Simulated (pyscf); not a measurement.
H₃C–In (SMILES [CH3][In]) [singlet] + HF (SMILES F) → F–In (SMILES [F][In]) [singlet] + CH₄ (SMILES C), a four-centre exchange (singlet surface; C–In, F–H broken, F–In, C–H formed). Single points on ωB97X-D3(BJ)/def2-SVP structures (PySCF, gas phase). MP2 and CC: frozen core, UHF for open shells. ΔMP2 is the change of the MP2 total energy from the triple- to the quadruple-zeta basis. Energies in kcal/mol from the separated reactants.

Small-basis levels: PySCF, no dispersion term, spherical d functions. AM1 to PM7: differences of heats of formation from MOPAC. Cost: rough CPU time at the saddle relative to B3LYP/6-31G*+LANL2DZ, from one job on a shared machine.

```csv
level,barrier,reaction energy,cost
HF/6-31G*+LANL2DZ,2.8,-54.9,0.2
SVWN5/6-31G*+LANL2DZ,-25.7,-55.1,1
BP86/6-31G*+LANL2DZ,(withheld),-57.2,2
PBE/6-31G*+LANL2DZ,-17.6,-57.6,1
B3LYP/def2-SVP,(withheld),-49.9,2
AM1,21.5,-3.7,under 0.02
PM6,17.3,-32.1,under 0.02
CCSD(T)/def2-TZVPP + ΔMP2(QZVPP),(withheld),-42.9,–
```

Q: Fill in the missing entries.

A: 
- BP86/6-31G*+LANL2DZ, barrier: -15.4
- B3LYP/def2-SVP, barrier: -11.5
- CCSD(T)/def2-TZVPP + ΔMP2(QZVPP), barrier: -3.3

Against the last row the barrier runs from -22.4 (SVWN5/6-31G*+LANL2DZ) to +24.8 kcal/mol (AM1). CCSD(T)/def2-TZVPP + ΔMP2(QZVPP) has limits of its own. On the reactant side the descent ends in a complex, 7.0 kcal/mol under the separated species and 1.4 kcal/mol under the saddle at ωB97X-D3(BJ)/def2-TZVP. At CCSD(T) the saddle lies under the separated reactants, which points to a path from their complex (located at ωB97X-D3(BJ) alone). At ωB97X-D3(BJ) the barrier from the zero used here is -5.6 kcal/mol. One saddle was located; it need not be the lowest between these sides. The CCSD(T) − MP2 part came from Ansatz, without density fitting, on the same reference. The frozen core leaves the outer d or s,p core shells of the metals and heavy elements correlated in the MP2 and CC values, and def2-TZVPP describes them poorly, which can shift differences by a few kcal/mol. Elements past Kr carry the def2 core potentials, without spin-orbit coupling.
